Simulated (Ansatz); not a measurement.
in.yaml

```yaml
crystal:
  periodic: [false, false, false]
  atoms:
    - {symbol: Al, position_ang: [0.002456, -0.316599, 2.955365]}
    - {symbol: Ga, position_ang: [0.001157, -0.326808, 0.476078]}
    - {symbol: P, position_ang: [0.049567, -0.362382, -1.733833]}
    - {symbol: H, position_ang: [-0.053181, 1.005789, -1.697610]}
basis:
  gaussian: {orbitals: cc-pVDZ}
magnetization: {spin_polarized: false, initial_magnetization: 2}
correlation: {method: ccsdt_q, electrons: outside_noble_gas}
```

```sh
$ ansatz run in.yaml --threads 1 --pin off --events-out ev --progress --plain --max-ram 2393MiB
```

Output:

```
1324 factors; integrals over basis functions are off by at most 1.8e-7 eV
mean field evaluation 1: about -68199.9908 eV, gradient 1.5e1 eV
mean field evaluation 2: about -68199.9963 eV, gradient 1.5e1 eV
mean field evaluation 4: about -68201.8510 eV, gradient 2.1e0 eV
mean field evaluation 8: about -68202.1653 eV, gradient 5.6e-1 eV
mean field evaluation 16: about -68200.3460 eV, gradient 1.5e1 eV
mean field evaluation 32: about -68202.2061 eV, gradient 5.1e-4 eV
mean field evaluation 64: about -68202.1289 eV, gradient 5.1e-2 eV
mean field evaluation 96: about -68202.2739 eV, gradient 1.7e-1 eV
mean field evaluation 128: about -68198.9153 eV, gradient 4.3e0 eV
mean field evaluation 160: about -68192.9883 eV, gradient 3.1e1 eV
...
cycle  26  -7.07742302 eV  change   -7.9e-6 eV  update   1.7e-5
cycle  27  -7.07742802 eV  change   -5.0e-6 eV  update   1.4e-5
cycle  28  -7.07743253 eV  change   -4.5e-6 eV  update   1.1e-5
cycle  29  -7.07743697 eV  change   -4.4e-6 eV  update   8.1e-6
cycle  30  -7.07743952 eV  change   -2.6e-6 eV  update   6.0e-6
cycle  31  -7.07743906 eV  change    4.5e-7 eV  update   4.2e-6
cycle  32  -7.07743735 eV  change    1.7e-6 eV  update   2.9e-6
cycle  33  -7.07743580 eV  change    1.6e-6 eV  update   2.2e-6
cycle  34  -7.07743499 eV  change    8.1e-7 eV  update   1.8e-6
cycle  35  -7.07743389 eV  change    1.1e-6 eV  update   1.4e-6
perturbative correction -0.04357063 eV, -0.0016011910 hartree
Total energy: -68209.32708804 eV, -2506.6465365429 hartree
```

Ran on 1 thread of Arm Neoverse V1, shared host: 4.3 min wall, 0.83 GiB peak host memory.
